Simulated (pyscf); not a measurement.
One atom transfer on the doublet surface with elements of a group swapped. ωB97M-D3(BJ)/def2-TZVP, eV, from the separated reactants. Single points on ωB97X-D3(BJ)/def2-SVP structures (PySCF, gas phase).

```json
[
 {"step": "Cl–Ge(Cl)(Cl)–Cl + H• → HCl + Cl–Ge•(Cl)–Cl", "barrier": "0.49", "reaction energy": "-0.66", "imaginary mode (i cm⁻¹)": "1162"},
 {"step": "Cl–Si(Cl)(Cl)–Cl + H• → HCl + Cl–Si•(Cl)–Cl", "barrier": "…", "reaction energy": "…", "imaginary mode (i cm⁻¹)": "814"}
]
```

**Question.** Some entries are withheld; supply them.

**Answer.** 
- Cl–Si(Cl)(Cl)–Cl + H• → HCl + Cl–Si•(Cl)–Cl, barrier: 0.90
- Cl–Si(Cl)(Cl)–Cl + H• → HCl + Cl–Si•(Cl)–Cl, reaction energy: +0.23

Each row is the saddle that its search found. Elements up to Kr have no core potential and no relativistic terms here.
